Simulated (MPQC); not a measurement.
# CHP (methylidynephosphane): levels of theory compared

Wanted: a comparison of 6 runs (HF/STO-3G, HF/def2-SVP, UPBE0/3-21++G, B3LYP/6-31G*, B3LYP/6-311G**, MP2/6-311G**) of CHP (methylidynephosphane). 

The calculation is run with MPQC 2.3.1.

1 further run of the same task is left out (set aside as unsound or not needed).

## 1. Starting point

CHP: 3 atoms, total charge 0, spin state singlet. As SMILES, `C#P`. Geometry: relaxed at GFN2-xTB.

Bond lengths: C1–P2 1.547 Å, C1–H3 1.056 Å. Angles: P2–C1–H3 179.7°.

## 2. Energy and forces at HF/STO-3G (run 1)

File job.in:

```
% emacs should use -*- KeyVal -*- mode
molecule<Molecule>: (
  symmetry = c1
  unit = angstrom
  { atoms geometry } = {
    C  [ -0.137100 0.059840 -0.066440 ]
    P  [ 1.149220 -0.512680 0.574210 ]
    H  [ -1.012120 0.452840 -0.507770 ]
  }
)
basis<GaussianBasisSet>: (
  name = "STO-3G"
  molecule = $:molecule
  basisdir = "."
  puream = yes
)
mpqc: (
  checkpoint = no
  savestate = no
  restart = no
  do_energy = yes
  do_gradient = yes
  optimize = no
  mole<CLHF>: (
    molecule = $:molecule
    basis = $:basis
    total_charge = 0
    memory = 1000000000
    print_evals = yes
    print_npa = yes
    maxiter = 120
    value_accuracy = 1e-08
    guess_wavefunction<ExtendedHuckelWfn>: (
      molecule = $:molecule
      total_charge = 0
      multiplicity = 1
      basis<GaussianBasisSet>: (
        name = "STO-3G"
        molecule = $:molecule
      )
    )
  )
)
```

The basis set STO-3G is read from a file made from the Basis Set Exchange's data (not shown).

The run is started by

```bash
$ mpqc job.in > job.out
```

Output:

```text
MPQC: Massively Parallel Quantum Chemistry
[...]
  CLSCF::init: total charge = 0
[...]
  nbasis = 15
[...]
  iter     1 energy = -331.2841996838 delta = 5.38394e-01
[...]
  LUMO is    12   A =   0.294017
  total scf energy = -374.7912671544
[...]
Value of the MolecularEnergy: -374.7912671544
  Gradient of the MolecularEnergy:
      1   -0.1149712448
      2    0.0509852456
      3   -0.0569701945
      4    0.1013066177
      5   -0.0449919845
      6    0.0503028372
      7    0.0136646272
      8   -0.0059932611
      9    0.0066673573
  Function Parameters:
    value_accuracy    = 1.688847e-09 (1.000000e-08) (computed)
[...]
      symmetry = c1
[...]
```

Run time: 0.1 s. Hardware: 1 thread of Arm Neoverse V1, shared host.

## 3. Energy and gradient at HF/def2-SVP (run 2)

File job.in:

```
% emacs should use -*- KeyVal -*- mode
molecule<Molecule>: (
    symmetry = c1
    unit = angstrom
    { atoms geometry } = {
        C  [ -0.137100 0.059840 -0.066440 ]
        P  [ 1.149220 -0.512680 0.574210 ]
        H  [ -1.012120 0.452840 -0.507770 ]
    }
)
basis<GaussianBasisSet>: (
    name = "def2-SVP"
    molecule = $:molecule
    basisdir = "."
    puream = yes
)
mpqc: (
    checkpoint = no
    savestate = no
    restart = no
    do_energy = yes
    do_gradient = yes
    optimize = no
    mole<CLHF>: (
        molecule = $:molecule
        basis = $:basis
        total_charge = 0
        memory = 1000000000
        print_evals = yes
        print_npa = yes
        maxiter = 120
        value_accuracy = 1e-08
        guess_wavefunction<CLHF>: (
            molecule = $:molecule
            total_charge = 0
            memory = 1000000000
            value_accuracy = 1e-3
            basis<GaussianBasisSet>: (
                name = "STO-3G"
                molecule = $:molecule
            )
        )
    )
)
```

The basis set def2-SVP is read from a file made from the Basis Set Exchange's data (not shown).

The run is started by

```bash
$ mpqc job.in > job.out
```

Output:

```text
MPQC: Massively Parallel Quantum Chemistry
[...]
  LUMO is    12   A =   0.090416
  total scf energy = -378.9847334997
[...]
Value of the MolecularEnergy: -378.9847334997
  Gradient of the MolecularEnergy:
      1   -0.0462167067
      2    0.0203889943
      3   -0.0227353074
      4    0.0341665394
      5   -0.0151138122
      6    0.0168712642
      7    0.0120501673
      8   -0.0052751820
      9    0.0058640431
  Function Parameters:
    value_accuracy    = 1.921815e-09 (1.000000e-08) (computed)
[...]
      symmetry = c1
[...]
```

Run time: 0.48 s. Hardware: 1 thread of Arm Neoverse V1, shared host.

Run 3 isn't shown in full; the table further down has it.

## 4. Energy and forces at B3LYP/6-31G(d) (spherical functions) (run 4)

File run.in:

```
% emacs should use -*- KeyVal -*- mode
molecule<Molecule>: (
   symmetry = c1
   unit = angstrom
   { atoms geometry } = {
      C  [ -0.137100       0.059840      -0.066440 ]
      P  [ 1.149220      -0.512680       0.574210 ]
      H  [ -1.012120       0.452840      -0.507770 ]
   }
)
basis<GaussianBasisSet>: (
   name = "6-31G*"
   molecule = $:molecule
   basisdir = "."
   puream = yes
)
mpqc: (
   checkpoint = no
   savestate = no
   restart = no
   do_energy = yes
   do_gradient = yes
   optimize = no
   mole<CLKS>: (
      molecule = $:molecule
      basis = $:basis
      total_charge = 0
      memory = 1000000000
      print_evals = yes
      print_npa = yes
      maxiter = 120
      value_accuracy = 1e-08
      functional<StdDenFunctional>: ( name = "B3LYP" )
      integrator<RadialAngularIntegrator>: ( grid = xfine )
      guess_wavefunction<ExtendedHuckelWfn>: (
         molecule = $:molecule
         total_charge = 0
         multiplicity = 1
         basis<GaussianBasisSet>: (
            name = "STO-3G"
            molecule = $:molecule
         )
      )
   )
)
```

The basis set 6-31G* is read from a file made from the Basis Set Exchange's data (not shown).

The run is started by

```bash
$ mpqc run.in > run.out
```

Output:

```text
MPQC: Massively Parallel Quantum Chemistry
[...]
  CLSCF::init: total charge = 0
[...]
  nbasis = 34
[...]
  Integrated electron density error = 0.000297305907
  iter     1 energy = -336.1592074041 delta = 2.18439e-01
  Integrated electron density error = 0.000095749232
  iter     2 energy = -375.7076779449 delta = 2.54728e-01
[...]
  Integrated electron density error = 0.000000019308
  iter    13 energy = -379.9907656837 delta = 6.28202e-07
  Integrated electron density error = 0.000000019312
  iter    14 energy = -379.9907656838 delta = 1.85523e-07
  Integrated electron density error = 0.000000019313
  iter    15 energy = -379.9907656838 delta = 1.64619e-08
[...]
  LUMO is    12   A =  -0.047773
  total scf energy = -379.9907656838
[...]
  Integrated electron density error = 0.000000016738
  Total Gradient:
[...]
Value of the MolecularEnergy: -379.9907656838
  Gradient of the MolecularEnergy:
      1   -0.0171364730
      2    0.0074847183
      3   -0.0083129067
      4    0.0043373046
      5   -0.0018517372
      6    0.0020376938
      7    0.0127991684
      8   -0.0056329811
      9    0.0062752129
  Closed Shell Kohn-Sham (CLKS) Parameters:
    Function Parameters:
[...]
        symmetry = c1
[...]
```

Wall time 5.7 s (1 thread of Arm Neoverse V1, shared host).

Run 5 isn't shown in full; the table further down has it.

## 5. Energy and forces at MP2/6-311G(d,p) (run 6)

File input.in:

```
molecule<Molecule>: (
  symmetry = c1
  unit = angstrom
  { atoms geometry } = {
    C  [ -0.137100     0.059840    -0.066440 ]
    P  [ 1.149220    -0.512680     0.574210 ]
    H  [ -1.012120     0.452840    -0.507770 ]
  }
)
basis<GaussianBasisSet>: (
  name = "6-311G**"
  molecule = $:molecule
  basisdir = "."
  puream = yes
)
mpqc: (
  checkpoint = no
  savestate = no
  restart = no
  do_energy = yes
  do_gradient = yes
  optimize = no
  mole<MBPT2>: (
    molecule = $:molecule
    basis = $:basis
    memory = 1000000000
    method = mp
    nfzc = 6
    reference<CLHF>: (
      molecule = $:molecule
      basis = $:basis
      total_charge = 0
      memory = 1000000000
      print_evals = yes
      maxiter = 120
      value_accuracy = 1e-08
      guess_wavefunction<CLHF>: (
        molecule = $:molecule
        total_charge = 0
        memory = 1000000000
        value_accuracy = 1e-3
        basis<GaussianBasisSet>: (
          name = "STO-3G"
          molecule = $:molecule
        )
      )
    )
  )
)
```

The basis set 6-311G** is read from a file made from the Basis Set Exchange's data (not shown).

The run is started by

```bash
$ mpqc input.in > input.out
```

Output:

```text
MPQC: Massively Parallel Quantum Chemistry
[...]
  LUMO is    12   A =   0.075266
  total scf energy = -379.1365074229
[...]
  MP2 correlation energy [au]:         -0.256236887648
  MP2 energy [au]:                   -379.392744310581
[...]
Value of the MolecularEnergy: -379.3927443106
  Gradient of the MolecularEnergy:
      1   -0.0025443548
      2    0.0010116746
      3   -0.0010787849
      4   -0.0102375280
      5    0.0046264130
      6   -0.0052077737
      7    0.0127818827
      8   -0.0056380876
      9    0.0062865586
[...]
        symmetry = c1
[...]
```

Wall time 5.1 s (1 thread of Arm Neoverse V1, shared host); peak memory 0.17 GiB.

## 6. The series

| run | level | starting guess | symmetry | energy (Eh) | HOMO energy (eV) | LUMO energy (eV) | HOMO–LUMO gap (eV) | wall time |
| --- | --- | --- | --- | --- | --- | --- | --- | --- |
| 1 | HF/STO-3G | huckel STO-3G | c1 | -374.791267 | -7.12 | 8.00 | 15.12 | 0.1 s |
| 2 | HF/def2-SVP | STO-3G | c1 | -378.984733 | -10.37 | 2.46 | 12.83 | 0.48 s |
| 3 | UPBE0/3-21++G | STO-3G | auto | -377.862895 | – | – | – | 4.5 s |
| 4 | B3LYP/6-31G* (spherical functions) | huckel STO-3G | c1 | -379.990766 | -7.69 | -1.30 | 6.39 | 5.7 s |
| 5 | B3LYP/6-311G** | MINI (Huzinaga) | c1 | -380.032782 | -7.91 | -1.56 | 6.34 | 9.9 s |
| 6 | MP2/6-311G** | STO-3G | c1 | -379.392744 | -10.45 | 2.05 | 12.50 | 5.1 s |

## 7. Outcome

| quantity | value |
| --- | --- |
| run 6: total energy | -379.39274 Eh |
| run 6: HOMO energy (Hartree–Fock orbitals) | -10.45 eV |
| run 6: LUMO energy (Hartree–Fock orbitals) | 2.05 eV |
| run 6: HOMO–LUMO gap (Hartree–Fock orbitals) | 12.50 eV |
| run 6: correlation energy (6 core orbitals frozen) | -256.2 mEh |
| run 6: largest force on an atom | 0.788 eV/Å |

**Reading.** Over runs 1, 2, 4, 5 the HOMO–LUMO gap runs from 6.34 eV (B3LYP/6-311G**) to 15.12 eV (HF/STO-3G). The two ends differ in method and basis. Totals of different functionals can't be ranked against each other. In run 1 the basis is minimal, so the values are rough. All runs together took 26 s, the longest 9.9 s.
